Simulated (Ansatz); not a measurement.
A made-up structure of AlSiH$_{4}$O (charge -1), singlet:

```xyz
7
angstrom
O -1.8736 -0.9453 -0.7902
Al -0.2760 0.1669 -0.5355
Si 1.3716 0.1528 1.4856
H -2.4064 -0.7427 -1.6958
H -0.2019 1.2617 -2.0145
H 2.3463 0.9910 1.1769
H 1.0400 -0.8844 2.3737
```

It is relaxed with PBE-D4/def2-SVPD and then PBE0-D4/def2-TZVPD (Ansatz 0.2.0). Atoms count as bonded within 1.22 times the sum of their covalent radii (H–H: 0.88 Å). The end point is not checked to be a true minimum.

Q: Does its bonding change? (Judge from chemistry; the calculation decides.)

A: By the calculation: No: no bond forms or breaks.

Where it ends: The first stage lowers the energy by 2.13 eV in 11 steps. It ends as AlSiH₄O ([OH][AlH][SiH2]), total charge -1:
```
7
angstrom
O -1.6554 -0.8635 -0.7194
Al -0.2747 0.1851 -0.4515
Si 0.8979 0.5371 1.6084
H -2.0914 -0.7304 -1.5614
H -0.1698 1.1166 -1.8038
H 2.2534 0.6841 0.9081
H 1.0399 -0.9289 2.0197
```

Labels in which every atom is bracketed show which atoms are joined, not bond orders.

For scale, one of the runs: PBE0-D4/def2-TZVPD relaxation, 162 basis functions, launched by `ansatz run in.yaml --threads 2 --pin off --events-out ev --progress --plain --max-ram 4352MiB`. Hardware: 2 CPU threads of an Arm Neoverse V2, shared host. Wall time about 28 s.
